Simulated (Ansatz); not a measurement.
Consider the isomerisation: `OCC1CO1` → `CCOC=O`.

Calculated with Ansatz (gas phase, PBE0-D4/def2-TZVP geometries, no zero-point term in ΔE). CBS: MP2 limit from def2 TZ/QZ plus the TZ coupled-cluster correction, frozen cores. Functionals use def2-TZVPP. B3LYP here is the variant with VWN-RPA as its local correlation; programs differ in this. Each species was taken in one conformer, which may not be the lowest.

| level | ΔE (kJ/mol) | difference from CCSD(T)/CBS |
| --- | --- | --- |
| r2SCAN-D4 | -153.6 | -7.9 |
| B3LYP-D4 | -160.6 | -14.9 |
| ωB97M-V | -148.0 | -2.3 |
| B2PLYP | -158.8 | -13.1 |
| r2SCAN | -153.5 | -7.8 |
| HF/def2-TZVPP | -168.5 | -22.8 |
| MP2/def2-TZVPP | -146.6 | -0.9 |
| MP2/def2-QZVPP | -144.2 | 1.5 |
| SCS-MP2/def2-QZVPP | -147.3 | -1.6 |
| HF/CBS(def2) | -168.0 | -22.3 |
| CCSD(T)/CBS | -145.7 | 0 |

Largest T1 diagnostic among the species: 0.014.

From PBE to PBE0 (25 % exact exchange), in def2-TZVPP and without D4, ΔE moves by +5.8 kJ/mol. In def2-TZVPP, CCSD(T) changes the Hartree–Fock value by +18.8 kJ/mol (the triples alone add −1.9 kJ/mol) and MP2 by +21.9 kJ/mol.
